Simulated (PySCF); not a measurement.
## SiO⁺: from constants to spectrum

ROHF-CCSD(T) constants of SiO⁺, ²Σ⁺ (doublet), unpaired electrons σ ↑ (Si def2-SVPD, O def2-SVPD; no relativity (PySCF 2.14); masses 27.9769 and 15.9949 u):

```
ωe            : 1074.1 cm⁻¹
ωexe          : 6.48 cm⁻¹
Be            : 0.67886 cm⁻¹
αe            : 0.00553 cm⁻¹
De to Si⁺ + O : 4.07 eV
```

(1) What force constant and bond length do these constants imply?

(2) Estimate the centrifugal constant D from the Kratzer relation and find the Dunham coefficient a1.

Correlated steps freeze 6 core orbitals. Correlated levels converge slowly with the basis: in double zeta they bind strong bonds too weakly, by up to about 1 eV, and carry superposition errors of some tenths. For an ion De counts to the pair picked by the measured ionisation energies or electron affinities, which need not be the lowest pair at this level. The CCSD T1 diagnostic is raised, a sign that a single reference may not be enough here. The state is the lowest determinant that a PBE0 search found; another state may lie lower at other levels.

Answers

(1) Reduced mass μred = 10.177 u; k = 5.8918×10⁻⁷·μred·ωe² (u, cm⁻¹, mdyn/Å) = 6.92 mdyn/Å; Re = √(16.8576/(μred·Be)) (u, cm⁻¹, Å) = 1.562 Å.

(2) D = 4Be³/ωe² = 1.08e-06 cm⁻¹; a1 = −1 − αeωe/(6Be²) = -3.15.
